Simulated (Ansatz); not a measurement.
Basis sets compared for BH2(OMe) (CH5BO). Charge 0, multiplicity 1. Geometry PBE0-D4/def2-TZVP. Ansatz on 4 threads of Arm Neoverse V2 on a shared host; times are rough, and most runs start from earlier orbitals.

```xyz
8

B    -0.270    0.666   -1.142
H    -1.246   -0.026   -1.279
H     0.034    1.522   -1.921
O     0.531    0.498   -0.083
C     0.279   -0.478    0.908
H     0.187    0.019    1.876
H     1.123   -1.169    0.947
H    -0.638   -1.033    0.693
```

Binding counts from free atoms (B doublet, H doublet, O triplet, C triplet) in the same basis, without a counterpoise term.

| level | functions | energy (Eh) | HOMO (eV) | LUMO (eV) | binding per atom (eV) | wall time |
| --- | --- | --- | --- | --- | --- | --- |
| HF/STO-3G | 20 | -138.5639 | -10.28 | 8.45 | 3.67 | 0.05 s |
| HF/6-31G | 37 | -140.2794 | -12.16 | 3.93 | 2.76 | 0.1 s |
| PBE-D4/def2-SVP | 67 | -140.9119 | -6.96 | -1.13 | 3.98 | 0.3 s |
| PBE0-D4/def2-SVP | 67 | -140.9301 | -8.50 | -0.10 | 3.92 | 0.3 s |

**Question.** Estimate the rows for PBE-D4/def2-TZVP, PBE0-D4/def2-TZVP.

**Answer.** 
| level | functions | energy (Eh) | HOMO (eV) | LUMO (eV) | binding per atom (eV) | wall time |
| --- | --- | --- | --- | --- | --- | --- |
| PBE-D4/def2-TZVP | 123 | -141.0750 | -7.11 | -1.33 | 3.95 | 0.5 s |
| PBE0-D4/def2-TZVP | 123 | -141.0906 | -8.60 | -0.34 | 3.89 | 0.75 s |
